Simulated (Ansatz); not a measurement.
We consider rutile PbO2, described by r²SCAN (PAW; Ansatz, a program for electronic structure).

From the output:

```
Relaxation: its limit of steps is 80 (relax.max_steps)
Crystal: 6 atoms, lattice volume = 88.025 Å³
Basis set: ecut = 560 eV, 2673 PW (Γ), exchange–correlation on 120×120×81 points (27 copies of the dense FFT grid, shifted against one another)
Bands: 32, of which v1, the nominal top of the filled ones, is band 26 counted from 1 (25 counted from 0)
Symmetry: 16 space group operations
Space group: P42/mnm (ITA 136), of the structure as read, at distance tolerance 4.4e-5 Å
k-points: 252 of 2304
Functional: x = r2scan, c = r2scan; τ floored in thin density (d = 2e-4 eV/Å³)
SCF iter   1: F=—  HF=-26111.310161 eV  |F-HF|=—  |Δ(HF+E_count)|=         —  Δρ=1.04e-2  dr2=4.87e-2  dr2_τ=1.53e-1
SCF iter   2: F=—  HF=-26111.381528 eV  |F-HF|=—  |Δ(HF+E_count)|=   7.14e-2  Δρ=6.34e-3  dr2=2.10e-2  dr2_τ=5.31e-4
  ...
SCF 1 converged in 8 iterations: F = -26111.377795 eV  dr2 = 4.20e-8
Crystal: 6 atoms, lattice volume = 88.025 Å³
Basis set: ecut = 560 eV, 2641 PW (Γ), exchange–correlation on 120×120×81 points (27 copies of the dense FFT grid, shifted against one another)
Initial density: handed on by an earlier stage of this run
  ...
Crystal: 6 atoms, lattice volume = 88.025 Å³
Basis set: ecut = 560 eV, 2633 PW (Γ), exchange–correlation on 120×120×81 points (27 copies of the dense FFT grid, shifted against one another)
SCF 3 converged in 7 iterations: F = -26111.378019 eV  dr2 = 1.05e-7
Crystal: 6 atoms, lattice volume = 88.025 Å³
SCF 4 converged in 11 iterations: F = -26111.384245 eV  dr2 = 3.26e-13
Crystal: 6 atoms, lattice volume = 88.025 Å³
SCF 5 converged in 5 iterations: F = -26111.384284 eV  dr2 = 5.93e-9
Crystal: 6 atoms, lattice volume = 88.025 Å³
SCF iter   5: F=—  HF=-26111.384245 eV  |F-HF|=—  |Δ(HF+E_count)|=  3.27e-11  Δρ=1.10e-7  dr2=1.35e-11  dr2_τ=6.81e-13
SCF iter   6: F=-26111.384245 eV  HF=-26111.384245 eV  |F-HF|=2.55e-11  |Δ(HF+E_count)|=  2.18e-11  Δρ=2.38e-8  dr2=5.52e-13  dr2_τ=5.26e-14
SCF 6 converged in 6 iterations: F = -26111.384245 eV  dr2 = 5.52e-13
SCF converged after 6 iterations
Free energy (F): -26111.384245 eV
Internal energy: -26111.381022 eV  (E = F + TS)
E sigma→0 (E₀):  -26111.382633 eV
Fermi energy:    7.019860 eV
--- Forces (eV/Å), atoms counted from 1 ---
  atom   1  Pb     0.00000000     0.00000000     0.00000000
  atom   2  Pb    -0.00000000    -0.00000000     0.00000000
  atom   3  O     -0.00040603    -0.00040603    -0.00000000
  atom   4  O     -0.00040603     0.00040603     0.00000000
  atom   5  O      0.00040603    -0.00040603    -0.00000000
  atom   6  O      0.00040603     0.00040603     0.00000000
--- Stress (GPa, compression-positive) ---
       -4.676893       0.000000       0.000000
        0.000000      -4.676893       0.000000
        0.000000       0.000000      -4.674527
  P = ⅓ Tr σ = -4.6761 GPa (-46.761 kbar)
```

Q: Write an input file that could have produced this run (the log leaves some choices open).

A: This is not unique; one that fits is 
Ansatz 0.2 input:
```yaml
crystal:
  lattice:
    - [5.0515645841, 0.0, 0.0]
    - [0.0, 5.0515645841, 0.0]
    - [0.0, 0.0, 3.4494685069]
  atoms:
    - { symbol: Pb, position: [0.0, 0.0, 0.0] }
    - { symbol: Pb, position: [0.5, 0.5, 0.5] }
    - { symbol: O, position: [0.3072731284, 0.3072731284, 0.0] }
    - { symbol: O, position: [0.8072731284, 0.1927268716, 0.5] }
    - { symbol: O, position: [0.1927268716, 0.8072731284, 0.5] }
    - { symbol: O, position: [0.6927268716, 0.6927268716, 0.0] }
basis:
  ecutwfc: 560
  ecutrho_ratio: 4
  xc_grid: 3
kpoints:
  mp_grid: { grid: [12, 12, 16] }
hamiltonian:
  xc: r2scan
  dispersion: none
  pseudopotentials: { kind: paw }
scf:
  occupations: { method: fermi_dirac, width: 0.05 }
output:
  forces: true
  stress: true
  eigenvalues: true
relax:
  f_tol: 0.004
  escape_saddle: false
  max_steps: 80
  cell: { stress_tol: 0.02, fix: [volume] }
```

The cell is one volume of an energy–volume scan, off the minimum.

The PAW data were made under PBE.
